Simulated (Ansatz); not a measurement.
**C4H7N: a torsion, relaxed point by point**

The task, for C4H7N: a torsion, relaxed point by point.

Method: the levels named in each step, in Ansatz 0.2.0.

## 1. The structure to begin with

Bond lengths: C1–C2 1.197 Å, C2–C3 1.457 Å, C3–N4 1.456 Å, N4–C5 1.450 Å, C1–H6 1.049 Å, C3–H7 1.096 Å, C3–H8 1.096 Å, N4–H9 1.017 Å, C5–H10 1.089 Å, C5–H11 1.091 Å, C5–H12 1.100 Å. Angles (14 of 17 angles, heavy atoms first): C1–C2–C3 174.4°, C2–C3–N4 114.0°, C3–N4–C5 113.5°, C2–C1–H6 177.3°, C2–C3–H7 109.0°, C2–C3–H8 109.3°, N4–C3–H7 108.0°, N4–C3–H8 107.9°, C3–N4–H9 109.3°, C5–N4–H9 109.6°, N4–C5–H10 108.7°, N4–C5–H11 108.6°, N4–C5–H12 113.7°, H7–C3–H8 108.4°.

Coordinates:

```xyz
12

C     2.1468    0.4529   -0.1797
C     1.1838   -0.1849    0.1357
C    -0.0596   -0.8904    0.4177
N    -1.2023   -0.4024   -0.3413
C    -1.5899    0.9508    0.0055
H     3.0177    0.9855   -0.4226
H     0.0722   -1.9533    0.1861
H    -0.2964   -0.7946    1.4833
H    -0.9926   -0.4537   -1.3346
H    -2.4287    1.2459   -0.6230
H    -1.9152    0.9631    1.0470
H    -0.7814    1.6866   -0.1136
```

## 2. A rough first relaxation, PBE-D4/def2-SVP

input.yaml reads:

```yaml
crystal:
  periodic: [false, false, false]
  atoms:
    - { symbol: C, position_ang: [2.1468, 0.45286, -0.17969] }
    - { symbol: C, position_ang: [1.18376, -0.18492, 0.13572] }
    - { symbol: C, position_ang: [-0.05957, -0.89038, 0.41774] }
    - { symbol: "N", position_ang: [-1.20226, -0.40241, -0.34127] }
    - { symbol: C, position_ang: [-1.58993, 0.95079, 0.00554] }
    - { symbol: H, position_ang: [3.01768, 0.98551, -0.42264] }
    - { symbol: H, position_ang: [0.07221, -1.95326, 0.18611] }
    - { symbol: H, position_ang: [-0.29645, -0.79462, 1.48333] }
    - { symbol: H, position_ang: [-0.99261, -0.45375, -1.33459] }
    - { symbol: H, position_ang: [-2.42865, 1.24586, -0.62298] }
    - { symbol: H, position_ang: [-1.91525, 0.96307, 1.04697] }
    - { symbol: H, position_ang: [-0.78141, 1.68658, -0.11364] }
basis:
  gaussian: { orbitals: def2-SVP }
hamiltonian:
  xc: pbe
  dispersion: d4
relax:
  f_tol: 0.03
  max_steps: 200
```

Launch:

```console
$ ansatz run input.yaml --threads 4 --pin off --max-ram 10240MiB --backend cpu --events-out ev --progress --plain --runs-dir out
```

After this run come: Relaxation, PBE0-D4/def2-TZVPP; Turn 0°, PBE0-D4/def2-TZVP; Turn 20°, PBE0-D4/def2-TZVP; Turn 40°, PBE0-D4/def2-TZVP; Turn 60°, PBE0-D4/def2-TZVP; Turn 80°, PBE0-D4/def2-TZVP; Turn 100°, PBE0-D4/def2-TZVP; Turn 0°, wB97M-V/def2-TZVPP; Turn 20°, wB97M-V/def2-TZVPP; Turn 40°, wB97M-V/def2-TZVPP; Turn 60°, wB97M-V/def2-TZVPP; Turn 80°, wB97M-V/def2-TZVPP; Turn 100°, wB97M-V/def2-TZVPP; Turn 0°, PBE-D4/def2-TZVPP; Turn 20°, PBE-D4/def2-TZVPP; Turn 40°, PBE-D4/def2-TZVPP; Turn 60°, PBE-D4/def2-TZVPP; Turn 80°, PBE-D4/def2-TZVPP; Turn 100°, PBE-D4/def2-TZVPP.

Q: Predict the outcome of this session. Wanted: C1–C2 at PBE0-D4/def2-TZVPP; C2–C3 at PBE0-D4/def2-TZVPP; C3–N4 at PBE0-D4/def2-TZVPP; highest less lowest point, PBE0-D4/def2-TZVP; highest less lowest point, wB97M-V/def2-TZVPP; highest less lowest point, PBE-D4/def2-TZVPP.

**Answer**, as computed:

```
                                     quantity         value
                  C1–C2 at PBE0-D4/def2-TZVPP       1.201 Å
                  C2–C3 at PBE0-D4/def2-TZVPP       1.466 Å
                  C3–N4 at PBE0-D4/def2-TZVPP       1.450 Å
 highest less lowest point, PBE0-D4/def2-TZVP  11.95 kJ/mol
highest less lowest point, wB97M-V/def2-TZVPP  11.37 kJ/mol
 highest less lowest point, PBE-D4/def2-TZVPP  11.84 kJ/mol
```

In words: The highest point of the scan lies 11.4 to 12.0 kJ/mol above the lowest, by level. These are electronic energies on the points scanned, without zero-point energy.
